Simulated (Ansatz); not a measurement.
```yaml
crystal:
  periodic: [false, false, false]
  atoms:
    - {symbol: Co, position_ang: [-0.450742, 0.003584, 0.002635]}
    - {symbol: C, position_ang: [1.685544, -0.013402, -0.009853]}
    - {symbol: H, position_ang: [2.081712, -1.033147, -0.007096]}
    - {symbol: H, position_ang: [2.098972, 0.496041, 0.865579]}
    - {symbol: H, position_ang: [2.088610, 0.487257, -0.895129]}
basis:
  gaussian: {orbitals: def2-TZVP}
magnetization: {spin_polarized: true, initial_magnetization: 4}
hamiltonian: {xc: pbe0}
relax: {f_tol: 0.004, max_steps: 80}
```

```sh
$ ansatz run in.yaml --threads 1 --pin off --events-out ev --progress --plain --max-ram 2176MiB
```

Steps of the relaxation (energy above the last step; positions in Å, forces in eV/Å):

```
5
step 1, 82.8 meV
Co   -0.451    0.004    0.003    1.099   -0.009   -0.006
C     1.686   -0.013   -0.010   -0.710    0.006    0.004
H     2.082   -1.033   -0.007   -0.130   -0.105    0.001
H     2.099    0.496    0.866   -0.129    0.054    0.092
H     2.089    0.487   -0.895   -0.130    0.053   -0.091
```

```
5
step 2, 6.4 meV
Co   -0.360    0.003    0.002    0.342   -0.003   -0.002
C     1.683   -0.013   -0.010   -0.376    0.003    0.002
H     2.052   -1.045   -0.007    0.011    0.018    0.000
H     2.070    0.502    0.876    0.011   -0.009   -0.016
H     2.059    0.493   -0.905    0.011   -0.009    0.016
```

```
5
step 3, 0.2 meV
Co   -0.333    0.003    0.002   -0.016    0.000    0.000
C     1.673   -0.013   -0.010   -0.053    0.000    0.000
H     2.047   -1.043   -0.007    0.023   -0.006    0.000
H     2.064    0.501    0.874    0.023    0.003    0.005
H     2.054    0.493   -0.904    0.023    0.003   -0.005
```

```
5
step 5, 0.0 meV
Co   -0.337    0.003    0.002    0.000    0.000    0.000
C     1.670   -0.013   -0.010    0.000    0.000    0.000
H     2.049   -1.042   -0.007    0.000    0.001    0.000
H     2.066    0.501    0.874    0.000    0.000    0.000
H     2.056    0.492   -0.903    0.000    0.000    0.000
```

Close pairs at the end: C2–H3 1.096 Å, C2–H5 1.096 Å, C2–H4 1.096 Å, Co1–C2 2.007 Å.

A stationary point of unrestricted PBE0 after 5 steps, with ⟨S²⟩ = 6.003 against 6.00 for a pure state; no frequencies were run, so it isn't proven a minimum. 67 s on 1 thread of Intel Xeon Platinum 8375C, shared host.
